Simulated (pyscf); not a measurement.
Thermochemistry of product channels of `[OH][Sn]([OH])([OH])[OH]` + `[H]` [doublet] on the doublet surface, in kcal/mol, from ωB97M-D3(BJ)/def2-TZVP energies (ideal gas, 1 atm, RRHO with modes under 100 cm⁻¹ raised to 100, one conformer, R ln 2 for chiral ones without a mode under 150 cm⁻¹). Optimised with ωB97X-D3(BJ)/def2-SVP in PySCF.

```
products                                           ΔE  ΔH(298 K)  ΔG(298 K)  ΔG(600 K)
----------------------------------------------  -----  ---------  ---------  ---------
`[OH2]` + `[OH][Sn]([OH])[OH]` [doublet]        -32.4      -28.3      -31.8      -34.8
`[O][Sn]([OH])([OH])[OH]` [doublet] + `[H][H]`  +16.0      +15.3      +13.7      +12.2
```

These are energies of the channels, which say nothing of barriers. Elements past Kr carry the def2 core potentials, without spin-orbit coupling.
